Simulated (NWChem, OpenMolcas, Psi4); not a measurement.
**How methods differ on C2H4Si (SMILES C#C[SiH3])**

The species is C2H4Si (7 atoms), meant as a singlet with charge 0. As SMILES, `C#C[SiH3]`. The shape is that of a PBE0-D4/def2-TZVP optimisation.

Quantity: the HOMO–LUMO gap, in eV. The values are calculated.

| level | kind | program | value (eV) | CPU time |
| --- | --- | --- | --- | --- |
| PBE/6-311+G** | GGA | NWChem | 6.06 | 26 s |
| TPSS/6-311+G** | meta-GGA | NWChem | 6.29 | 32 s |
| r2SCAN/6-311+G** | meta-GGA | OpenMolcas | 6.57 | 40 s |
| M06-2X/6-311+G** | hybrid meta-GGA | NWChem | 9.70 | 35 s |
| CAM-B3LYP/6-311+G** | range-separated hybrid | NWChem | 10.26 | 54 s |
| wB97M-V/6-311+G** | range-separated hybrid | Psi4 | 11.30 | 3.7 min |
| wB97X-V/6-311+G** | range-separated hybrid | Psi4 | 12.01 | 3.2 min |
| B2PLYP/6-311+G** (density fitting for correlation) | double hybrid | Psi4 | 9.90 | 28 s |

The values span 6.06 to 12.01 eV. Orbital gaps aren't excitation energies, and those of double hybrids come from the SCF part alone; they tend to grow with the share of exact exchange. Times are those of the runs behind each value, whatever else they computed, on shared processors of several kinds: orders of magnitude only.
